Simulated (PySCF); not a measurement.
**ClF⁻ at BP86**

Level: BP86. PySCF, no relativity, basis sets Cl aug-pcseg-1, F aug-pcseg-1.

```json
{"state": "²Σ⁺ (doublet), unpaired electrons σ ↑", "bond length": "0.2305 nm", "harmonic wavenumber": "270 cm⁻¹", "force constant": "0.530 mdyn/Å", "rotational constant Be": "0.2577 cm⁻¹", "anharmonicity ωexe": "4.52 cm⁻¹", "vibration–rotation constant αe": "0.00443 cm⁻¹", "well depth De to Cl⁻ + F": "2.06 eV", "dissociation energy D0": "2.05 eV", "bond order (Mayer)": "0.47", "dipole moment (positive dipole points towards F; it is taken about the centre of mass and depends on that origin)": "-1.20 D"}
```

For an ion De counts to the pair picked by the measured ionisation energies or electron affinities, which need not be the lowest pair at this level. The state is the lowest determinant that a PBE0 search found; another state may lie lower at other levels.
